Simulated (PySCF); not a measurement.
(H3Si)2S: 4 charge schemes on one density

(H3Si)2S.
Z-matrix (Å and degrees, PBE0-D3(BJ)/def2-SVP geometry), rows numbered from 1:
```
Si
H   1  1.4936
H   1  1.4937  2  108.59
H   1  1.4894  2  110.02  3   120.52
S   1  2.1499  2  111.12  3  -122.32
Si  5  2.1505  1   99.11  2    61.65
H   6  1.4936  5  111.02  1    60.26
H   6  1.4937  5  111.07  1   -60.64
H   6  1.4895  5  106.12  1   179.82
```

Density: PBE0/pcSseg-1 (PySCF); schemes: Mulliken, IAO, Hirshfeld and ESP-fitted. Isolated species at its PBE0-D3(BJ)/def2-SVP geometry, gas phase.

**Question.** Atoms with like bonding are taken together and averaged. Which atoms carry the highest charge in the Mulliken, IAO, Hirshfeld and ESP-fitted schemes?

**Answer.** All schemes agree: Mulliken Si1/Si6 (+0.422); IAO Si1/Si6 (+0.518); Hirshfeld Si1/Si6 (+0.291); ESP-fitted Si1/Si6 (+0.296).

**Question.** Which atoms carry the lowest charge in the Mulliken, IAO, Hirshfeld and ESP-fitted schemes?

**Answer.** All schemes agree: Mulliken S5 (-0.510); IAO S5 (-0.408); Hirshfeld S5 (-0.168); ESP-fitted S5 (-0.314).

**Question.** At which atom do the 4 schemes differ most?

**Answer.** At S5: from -0.510 (Mulliken) to -0.168 e (Hirshfeld), 0.342 e apart.

**Question.** Give the atomic charges in each scheme.

**Answer.** In e; atoms taken as equivalent share a row and are averaged (×n: the atom named and its like, n in all):

| atom | environment | Mulliken | IAO | Hirshfeld | ESP-fitted |
| --- | --- | --- | --- | --- | --- |
| Si1/Si6 | silicon bonded to S and 3 H | +0.422 | +0.518 | +0.291 | +0.296 |
| H2 (×6) | hydrogen on Si1 | -0.056 | -0.105 | -0.069 | -0.046 |
| S5 | sulfur bonded to 2 Si | -0.510 | -0.408 | -0.168 | -0.314 |

Mean size of the charges over all atoms: IAO 0.230 e, Mulliken 0.188 e, ESP-fitted 0.132 e, Hirshfeld 0.129 e. Each set sums to the total charge, 0, to within 0.001 e. The Mulliken scheme counts on each atom the diagonal of the density matrix times the overlap matrix over that atom's basis functions. The Hirshfeld scheme divides the density at each point in proportion to the densities of the neutral, spherically averaged free atoms.

Some averages cover members that differ in this geometry: H2 (×6), ESP-fitted -0.058 to -0.025 e.

**Question.** Sum the charges by element, for elements with more than one atom.

**Answer.** 
| element | atoms | Mulliken | IAO | Hirshfeld | ESP-fitted |
| --- | --- | --- | --- | --- | --- |
| Si | 2 | +0.844 | +1.037 | +0.582 | +0.592 |
| H | 6 | -0.334 | -0.628 | -0.414 | -0.278 |

**Question.** How many electrons does the ESP-fitted scheme count on Si6?

**Answer.** Its own charge is +0.296 e, so Z − q = 13.704.
